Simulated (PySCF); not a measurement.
Fill in the blanks.

Species: [S3]2- (charge -2).
Z-matrix (Å and degrees, PBE0-D3(BJ)/def2-SVP geometry), rows numbered from 1:
```
S 
S   1  2.1395
S   2  2.1398  1  116.76
```

```csv
property,level,value
point group,PBE0-D3(BJ)/def2-SVP,?
"rotational constants A, B, C",PBE0-D3(BJ)/def2-SVP,?
HOMO energy,PBE0/pcSseg-1,5.57 eV
LUMO energy,PBE0/pcSseg-1,?
"isotropic shieldings of nuclei other than C and H, by class",GIAO PBE0/pcSseg-1,?
```

The electronic properties come from PySCF, for the isolated species, density fitting. Whether so highly charged an anion holds all its electrons in the gas phase wasn't checked; a finite basis holds them in any case. The ion is multiply charged and computed without counter-ions or solvent. The geometry's basis has no diffuse functions, a weakness for an anion. The HOMO energy is positive, so at this level the finite basis confines the outermost electrons. No diffuse functions stand in pcSseg-1, which bears on an anion's orbital energies.

Task: What is the point group?

Result: C2v.

Task: The isotropic shieldings of nuclei other than C and H, by class?

Result: 360 (S2), 450 (S1/S3) ppm.

Task: What is the LUMO energy?

Result: 9.32 eV.

Task: Give the rotational constants A, B, C.

Result: 18.844, 2.381, 2.114 GHz.

The rotational constants make it an asymmetric top with κ = (2B − A − C)/(A − C) = -0.97, nearer the prolate limit (−1). With B = h/(8π²I), that is 505.379 GHz u Å² over I, the principal moments of inertia are 26.8, 212.3 and 239.1 u Å² (most abundant isotopes).

For the geometry optimisation (PBE0-D3(BJ)/def2-SVP), hardware: an Arm Neoverse V2 with one thread, on a shared host. Cost: 8.1 s wall, 4.1 s CPU.
